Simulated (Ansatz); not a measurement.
Geometry optimisation, RKS PBE0/def2-SVP in Ansatz.

The input (input.yaml):

```yaml
crystal:
  periodic: [false, false, false]
  atoms:
    - { symbol: B, position_ang: [0.204687, -0.115144, 0.170484] }
    - { symbol: H, position_ang: [0.18312, -0.088369, 1.362193] }
    - { symbol: O, position_ang: [1.365086, -0.397198, -0.493687] }
    - { symbol: H, position_ang: [2.091271, -0.553955, 0.118561] }
    - { symbol: Cl, position_ang: [-1.237565, 0.202766, -0.765752] }
basis:
  gaussian: { orbitals: def2-SVP }
hamiltonian:
  xc: pbe0
relax:
  f_tol: 0.03
  max_steps: 50
```

Launched with:

```bash
$ ansatz run input.yaml --threads 1 --pin off --max-ram 2048MiB --backend cpu --events-out ev --progress --plain --runs-dir out
```

Q: Where does it end, and by what steps?

A: The run converged. After 5 steps the energy has fallen by 0.021 eV; H2 moved furthest, 0.03 Å.

| step | energy less start (eV) | largest force component (eV/Å) | accepted |
| --- | --- | --- | --- |
| 0 | 0.0000 | 1.104 | yes |
| 1 | -0.0165 | 0.532 | yes |
| 2 | -0.0203 | 0.061 | yes |
| 3 | -0.0207 | 0.047 | yes |
| 4 | -0.0204 | 0.093 | no |
| 5 | -0.0208 | 0.001 | yes |

```xyz
5
Properties=species:S:1:pos:R:3
B 0.222 -0.119 0.173
H 0.157 -0.082 1.378
O 1.354 -0.394 -0.490
H 2.100 -0.557 0.097
Cl -1.227 0.200 -0.767
```

Whether the end is a true minimum wasn't checked by a vibrational analysis.

Run time: 8.9 s on 1 thread of AMD EPYC 7R43 64-Core Processor (Zen 3) (shared host), peak memory 0.14 GiB.
